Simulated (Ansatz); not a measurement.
# SrMo: from a trial structure to a relaxed crystal

Method: DFT PBE, scalar-relativistic, plane waves, PAW in Ansatz 0.2.0. Cutoff 420 eV, Γ-centred k mesh, Gaussian smearing, no spin polarisation in the final step.

SrMo was placed on the CuAu (L1_0) structure type (P4/mmm, No. 123), with Sr in place of Cu, Mo in place of Au, at a guessed volume.

```xyz
2
Lattice="3.3555 0.0000 0.0000 0.0000 3.3555 0.0000 0.0000 0.0000 4.3981" Properties=species:S:1:pos:R:3 pbc="T T T"
Sr    1.6777    1.6777    2.1990
Mo    0.0000    0.0000    0.0000
```

Cell and atoms relax at zero pressure; the relaxation can't lower the symmetry of the start.

Energies over the elements count from the elements' standard structures at the same level, with no empirical corrections.

(1) What does it relax into?

(2) What are its volume, energy, density and gap?

Results:

(1) It keeps P4/mmm (No. 123), but not the shape of the type it started on. Conventional cell: a = 2.913 Å, c = 5.425 Å. Sr has 4 Sr at 2.91 Å and 8 Mo at 3.41 Å; Mo has 4 Mo at 2.91 Å and 8 Sr at 3.41 Å.

Space group P4/mmm (No. 123). a = 2.913 Å, b = 2.913 Å, c = 5.425 Å, α = 90.00°, β = 90.00°, γ = 90.00°
```csv
atom,site,symmetry,x,y,z
Sr,1d,4/mmm,0.5000,0.5000,0.5000
Mo,1a,4/mmm,0.0000,0.0000,0.0000
```

(2) The volume per atom is 23.02 Å³. The density is 6.62 g/cm³ and the energy over the elements is 1.26 eV/atom. The gap on the 18×18×10 mesh is 0 eV (a metal).

The final run used a 18×18×10 mesh on its 2-atom cell and 0.10 eV smearing. The k mesh leaves about 4 meV/atom of noise in metals. A structure relaxed within its symmetry needn't be a true minimum.

Cost: 3 runs of about 3.1 core-minutes in all, on Arm Neoverse V2 (shared hosts).